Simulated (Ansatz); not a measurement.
Reaction (SMILES): [O-][N+]#N → 2 N atom + O atom
B3LYP-D3(BJ)/def2-TZVP geometries, fixed; electronic energies without zero-point terms.
Largest species:
```
N
N 1 1.1210
O 1 1.1826 2 180.00
```

Basis-set convergence of the atomisation energy at B2PLYP with Ansatz (a first-principles code). All functions are spherical. Cores are frozen. Open shells are unrestricted. No added dispersion term, no relativity. Functions are those of the species that has most. Reference: the value in aug-pcseg-3, 278.31 kcal/mol, itself unsure by roughly 0.56 kcal/mol (its mean distance from aug-cc-pVQZ, cc-pV5Z, def2-QZVPPD). Deviations are taken from unrounded values.

```csv
basis,functions,atomisation energy (kcal/mol)
cc-pVDZ,42,262.10
aug-cc-pVDZ,69,262.44
def2-SVP,42,271.87
def2-SVPD,63,273.13
pcseg-1,42,260.69
aug-pcseg-1,69,265.13
6-311G**,54,264.24
6-311+G**,66,262.99
cc-pVTZ,90,274.16
aug-cc-pVTZ,138,274.37
pcseg-2,90,274.19
aug-pcseg-2,138,275.14
def2-TZVPP,93,274.34
def2-TZVPPD,114,274.53
cc-pVQZ,165,277.64
aug-cc-pVQZ,240,277.89
def2-QZVPP,171,277.23
def2-QZVPPD,192,277.30
pcseg-3,180,278.09
aug-pcseg-3,255,278.31
```

What the diffuse functions change, pair by pair:
- cc-pVDZ to aug-cc-pVDZ: 27 more functions, deviation -16.21 to -15.87 kcal/mol
- def2-SVP to def2-SVPD: 21 more functions, deviation -6.44 to -5.18 kcal/mol
- pcseg-1 to aug-pcseg-1: 27 more functions, deviation -17.62 to -13.18 kcal/mol
- 6-311G** to 6-311+G**: 12 more functions, deviation -14.07 to -15.32 kcal/mol
- cc-pVTZ to aug-cc-pVTZ: 48 more functions, deviation -4.15 to -3.94 kcal/mol
- pcseg-2 to aug-pcseg-2: 48 more functions, deviation -4.12 to -3.17 kcal/mol
- def2-TZVPP to def2-TZVPPD: 21 more functions, deviation -3.97 to -3.78 kcal/mol
- cc-pVQZ to aug-cc-pVQZ: 75 more functions, deviation -0.67 to -0.42 kcal/mol
- def2-QZVPP to def2-QZVPPD: 21 more functions, deviation -1.08 to -1.01 kcal/mol
- pcseg-3 to aug-pcseg-3: 75 more functions, deviation -0.22 to 0.00 kcal/mol

Leaving out the reference's own pair, they bring the value nearer the reference by more than 0.56 kcal/mol in 3 of 9 pairs.
